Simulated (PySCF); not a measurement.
Gas-phase reaction: 3 SO3 → 3 SO + 2 O3

Method: PySCF energies plus ideal-gas RRHO corrections (1 bar). The comparison is the NASA 1993 polynomial table, which mixes measured and estimated data. After a fit of one offset per element over all species, the range-separated, M06-2X, PBE0/def2-QZVP and CCSD(T)/def2-TZVPP enthalpies, where run, lie to one side of the table for O3 (+19 kJ/mol): a fault of the table's entry, another state or a shared error of the levels is possible; this was not checked at source. † marks an energy on the PBE0/def2-TZVP geometry and frequencies; other levels use their own. MP2 freezes the core. 6-31G* has spherical d functions here. Open shells (unrestricted): SO (multiplicity 3); the rest are closed-shell singlets. B3LYP is the form with VWN-RPA correlation. MP2 isn't extrapolated to the basis-set limit; its ΔH°(298 K) is 1033.6 kJ in def2-SVP and 1535.7 kJ in def2-TZVPP. The harmonic model lacks anharmonicity and excited electronic states, which grow with temperature; levels with a mode under 35 cm⁻¹ are left out. Strong static correlation: O3. The table's entry may be an old estimate for SO (not checked at source).

| level | ΔH°(298 K), kJ | minus table | ΔG°(600 K), kJ |
|---|---|---|---|
| table | 1485.9 | - | 1260.5 |
| B3LYP/6-31G* | 1051.6 | -434.3 | 830.3 |
| MP2/def2-SVP† | 1033.6 | -452.3 | 809.9 |
| MP2/def2-TZVPP† | 1535.7 | 49.8 | 1312.1 |
| PBE0/def2-TZVP | 1467.9 | -18.0 | 1244.2 |
| ωB97M-V/def2-TZVP† | 1513.5 | 27.6 | 1289.9 |
| ωB97X-V/def2-TZVP† | 1484.1 | -1.8 | 1260.4 |
